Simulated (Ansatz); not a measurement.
A run of Ansatz (development build ahead of 0.2.0) on triplet CMgN(-) in separate pieces at this shape:

| atom | x (Å) | y (Å) | z (Å) |
| --- | --- | --- | --- |
| Mg | 0.0000 | 0.0000 | 0.0000 |
| N | 0.0000 | 0.0000 | 5.8800 |
| C | 0.0000 | 5.7878 | -1.5508 |

Its results:

```json
{
 "Converged": "yes",
 "Total energy": "-292.26467 hartree",
 "Spin squared of the determinant": "2.000",
 "Stability test": "minimum among restricted orbitals"
}
```

Question: Which input gives this output? Name the method, the orbitals and the basis set, and write the input.

Answer: PBE0 (restricted open-shell) in pcseg-2.

```yaml
crystal:
  periodic: [false, false, false]
  atoms:
    - { symbol: Mg, position_ang: [0.0, 0.0, 0.0] }
    - { symbol: "N", position_ang: [0.0, 0.0, 5.88] }
    - { symbol: C, position_ang: [0.0, 5.7878, -1.5508] }
basis:
  gaussian: { orbitals: pcseg-2 }
total_charge: -1
magnetization:
  initial_magnetization: 2
hamiltonian:
  xc: pbe0
```

Caution: stretched shape with no unrestricted run beside it, a lower state can exist; no diffuse functions for an anion; charge can spread falsely over distant fragments; other spin multiplicities may lie lower.
